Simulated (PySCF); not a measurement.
Compound: phosphanamine, H₄NP.
Numbering: `[NH2:1][PH2:2]` (hydrogens: H3, H4 on N1; H5, H6 on P2)

Theory: PBE0-D3(BJ)/def2-TZVP geometry optimisation, gas phase in PySCF.

Question: Give the optimised bond lengths and angles.

Answer: 
```json
{"bond": "N1–P2", "length (pm)": "169.9"}
{"bond": "N1–H3, N1–H4", "length (pm)": "100.7"}
{"bond": "P2–H5", "length (pm)": "142.0"}
{"bond": "P2–H6", "length (pm)": "143.0"}
```

Bonds in one row agree within 1 pm and their mean is given. A selection of angles:
```json
{"angle": "P2–N1–H3", "degrees": "120.6"}
{"angle": "P2–N1–H4", "degrees": "114.7"}
{"angle": "H3–N1–H4", "degrees": "112.0"}
{"angle": "N1–P2–H5", "degrees": "99.1"}
{"angle": "N1–P2–H6", "degrees": "103.6"}
{"angle": "H5–P2–H6", "degrees": "92.6"}
```

P2 (three-coordinate phosphorus) is pyramidal (angles 103.6°, 99.1° and 92.6°, sum 295.3°, 0.73 Å off the plane of its three neighbours). N1 (nitrogen bonded to P and 2 H) is pyramidal (angles 120.6°, 114.7° and 112.0°, sum 347.3°, 0.24 Å off the plane of its three neighbours).

Point group: C1 (no symmetry element, even within 0.4 Å). PBE0-D3(BJ)/def2-TZVP frequencies: not computed here. The numbers are those of one conformer (H–N1–P2–H -62° and 160°).

The run took 26 s on one thread of an Intel Xeon Platinum 8175M at 2.50 GHz, shared host with 96 logical CPUs at a one-minute load of 45, and the process peaked at 0.40 GiB of memory. This is the geometry optimisation.
